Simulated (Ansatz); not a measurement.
difluoromethane (SMILES FCF) moved off its minimum; all values from Ansatz (a program for electronic structure), cores frozen in correlated methods.
(charge 0, multiplicity 1)
```xyz
5

F     -1.1746    -0.3911    -0.0575
C     -0.1033     0.5709    -0.0560
F      1.2253    -0.2723     0.0449
H     -0.0797     1.1387     1.0696
H      0.0400     1.1502    -0.6896
```

Give the forces (eV/Å), the total energy and the dipole at CCSD(T)/aug-cc-pVTZ.


| atom | Fx | Fy | Fz |
|---|---|---|---|
| F1 | 2.592 | 2.750 | -0.779 |
| C2 | -0.116 | -11.876 | 16.213 |
| F3 | -3.514 | 2.115 | -0.621 |
| H4 | -0.402 | -1.726 | -3.249 |
| H5 | 1.441 | 8.737 | -11.564 |
Energy -238.6267 hartree, dipole 2.65 D.
